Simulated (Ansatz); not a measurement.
System: rutile CrO2. Method: RPBE (PAW; Ansatz, an electronic-structure program).

Settings: plane-wave cutoff 520 eV, 12×12×18 k mesh (along the axes of the cell as run), Fermi–Dirac smearing 0.05 eV, spin-polarised with parallel moments, scalar-relativistic PAW data made under PBE.

Cell (measured lattice):

```cif
data_Cr2O4
_chemical_formula_sum 'Cr2 O4'
_space_group_name_H-M_alt 'P 1'
_space_group_IT_number 1
_cell_length_a 4.41900
_cell_length_b 4.41900
_cell_length_c 2.91540
_cell_angle_alpha 90.000
_cell_angle_beta 90.000
_cell_angle_gamma 90.000
loop_
_space_group_symop_operation_xyz
  'x, y, z'
loop_
_atom_site_label
_atom_site_type_symbol
_atom_site_fract_x
_atom_site_fract_y
_atom_site_fract_z
_atom_site_occupancy
Cr1 Cr 0.00000 0.00000 0.00000 1
Cr2 Cr 0.50000 0.50000 0.50000 1
O1 O 0.30396 0.30396 0.00000 1
O2 O 0.80396 0.19604 0.50000 1
O3 O 0.19604 0.80396 0.50000 1
O4 O 0.69604 0.69604 0.00000 1
```
Starting moments (μB, in the order of the record's atoms Cr Cr O O O O): 2.5 2.5 0.0 0.0 0.0 0.0.

Q: Give the computed magnetic moment (largest site, within a sphere).

A: 
magnetic moment (largest site, within a sphere): 1.75 μB

The run finds no gap.

Note: cell and atoms aren't relaxed at this level (largest force component 0.08 eV/Å, pressure 9.3 GPa).

Moments are spin moments.

Static lattice: no zero-point or thermal effects.

Computing time: very roughly 70 core-seconds.
